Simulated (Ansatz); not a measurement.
# H3S+ (sulfonium) at wB97X/3-21G

What is the energy change on altering one bond length of H3S+ (sulfonium) at wB97X/3-21G? 

The results are computed with Ansatz 0.2.0.

9 further runs of the same task are left out: 7 that didn't finish, 2 set aside as unsound or not needed.

## (1) The structure to begin with

The species is H3S+ (4 atoms), meant as a singlet with charge +1. As SMILES, `[SH3+]`. The coordinates come from a GFN2-xTB relaxation.

Bond lengths: S1–H2 1.356 Å, S1–H3 1.355 Å, S1–H4 1.355 Å. Angles: H2–S1–H3 93.7°, H2–S1–H4 93.7°, H3–S1–H4 93.7°.

## (2) A single-point energy at wB97X/3-21G

job.yaml

```yaml
crystal:
  periodic: [false, false, false]
  atoms:
    - symbol: S
      position_ang: [0.301620, -0.100910, -0.445950]
    - symbol: H
      position_ang: [0.848020, 0.280920, 0.734350]
    - symbol: H
      position_ang: [-0.494150, -1.037930, 0.125030]
    - symbol: H
      position_ang: [-0.655500, 0.857920, -0.413440]
basis:
  gaussian:
    orbitals: 3-21G.json
total_charge: 1
hamiltonian:
  xc: {name: wB97X}
accuracy: high
```

The basis set 3-21G is read from a file made from the Basis Set Exchange's data (not shown).

Launch:

```bash
ansatz run job.yaml --threads 1 --pin off --max-ram 2610MiB --events-out events.jsonl --progress --plain --runs-dir runs
```

Output:

```text
Warning: RAYON_NUM_THREADS=1 ignored (pool sized by the plan → 1); use --threads N
Functional definition: wB97X
  name "wB97X"
  parameter omega = 0.3/bohr
  parameter cx = 0.157706
  parameter cx1 = 0.726479
  parameter cx2 = 1.04760
  parameter cx3 = -5.70635
  parameter cx4 = 13.2794
  parameter css1 = -4.33879
  parameter css2 = 18.2308
  parameter css3 = -31.7430
  parameter css4 = 17.2901
  parameter cos1 = 2.37031
  parameter cos2 = -11.3995
  parameter cos3 = 6.58405
  parameter cos4 = -3.78132
  exchange = spin_sum(e_x_unif_sr(omega)*poly(b97_u_x, 1 - cx, cx1, cx2, cx3, cx4)) + cx*exact_x_sr(omega)
      + exact_x_lr(omega)
  correlation = spin_sum(e_c_pw_same_spin*poly(b97_u_same, 1, css1, css2, css3, css4))
      + integral(e_c_pw_opposite_spin*poly(b97_u_opposite, 1, cos1, cos2, cos3, cos4))
362 factors; integrals over basis functions are off by at most 4.2e-9 eV
142 factors; integrals over basis functions are off by at most 1.4e-9 eV
mean field evaluation 1: about -10819.2720 eV, gradient 1.9e1 eV
mean field evaluation 2: about -10820.1318 eV, gradient 1.0e1 eV
mean field evaluation 4: about -10820.3739 eV, gradient 5.4e-2 eV
mean field evaluation 8: about -10820.3496 eV, gradient 1.4e-3 eV
mean field -10820.34964312 eV, -397.6405150883 hartree, gradient 5.5e-8 eV, S^2 0.000000; 0 other end points of the search recorded, 0 dependent functions left out
reference -10820.34964167 eV, -397.6405150351 hartree; 9, 9 occupied and 10, 10 virtual orbitals, 362 factors
Total energy: -10820.34964167 eV, -397.6405150351 hartree
```

It took 2.5 s on 1 thread of Arm Neoverse V2, shared host; peak memory 0.17 GiB.

## (3) The distorted shape, same level

in.yaml

```yaml
crystal:
  periodic: [false, false, false]
  atoms:
    - {symbol: S, position_ang: [0.165024, -0.196365, -0.741017]}
    - {symbol: H, position_ang: [0.848020, 0.280920, 0.734350]}
    - {symbol: H, position_ang: [-0.630746, -1.133385, -0.170037]}
    - {symbol: H, position_ang: [-0.792096, 0.762465, -0.708507]}
basis:
  gaussian: {orbitals: 3-21G.json}
total_charge: 1
hamiltonian: {xc: {name: wB97X}}
accuracy: high
```

The basis set 3-21G is read from a file made from the Basis Set Exchange's data (not shown).

Launch:

```bash
ansatz run in.yaml --threads 1 --pin off --max-ram 2610MiB --events-out events.jsonl --progress --plain --runs-dir runs
```

Output, cut to the lines that bear on the results:

```text
Warning: RAYON_NUM_THREADS=1 ignored (pool sized by the plan → 1); use --threads N
[... 2 set-up lines as earlier in the session ...]
[...]
      + exact_x_lr(omega)
[...]
      + integral(e_c_pw_opposite_spin*poly(b97_u_opposite, 1, cos1, cos2, cos3, cos4))
362 factors; integrals over basis functions are off by at most 4.5e-9 eV
145 factors; integrals over basis functions are off by at most 1.4e-9 eV
[...]
mean field -10819.65822812 eV, -397.6151060557 hartree, gradient 5.7e-8 eV, S^2 0.000000; 0 other end points of the search recorded, 0 dependent functions left out
reference -10819.65822664 eV, -397.6151060015 hartree; 9, 9 occupied and 10, 10 virtual orbitals, 362 factors
Total energy: -10819.65822664 eV, -397.6151060015 hartree
```

It took 2.2 s on 1 thread of Arm Neoverse V2, shared host; peak memory 0.17 GiB.

## (4) Results

At wB97X/3-21G:

```
                                                         quantity          value
                                        first shape: total energy  -397.64052 Eh
                                    distorted shape: total energy  -397.61511 Eh
energy change with the S1–H2 bond stretched from 1.356 to 1.694 Å       0.691 eV
```

What this shows: With the S1–H2 bond stretched from 1.356 to 1.694 Å the energy rises by 0.69 eV (66.7 kJ/mol). The first shape isn't relaxed at this level, so the change isn't measured from a minimum.
